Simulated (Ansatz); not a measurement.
A structure relaxed at PBE0-D4/def2-TZVP, charge 0, multiplicity 2:

```tsv
atom	x (Å)	y (Å)	z (Å)
S1	-0.3977	1.2974	-0.8361
Al2	-0.5316	-0.8089	-0.2130
S3	0.8852	-1.4500	1.3431
H4	-1.3961	1.1885	-1.7288
H5	1.4403	-0.2269	1.4347
```

(1) Give its formula and SMILES.

(2) Point group (tolerance 0.08 Å, 0.16 Å for H)?

(3) Summarise the bond lengths by kind.

Answers

(1) AlH2S2, `[SH][Al][SH]`.

(2) Cs.

(3) 2 × Al–S 2.200 to 2.201 Å; 2 × H–S 1.344 to 1.346 Å.

Results of the Gaussian-basis code of Ansatz.
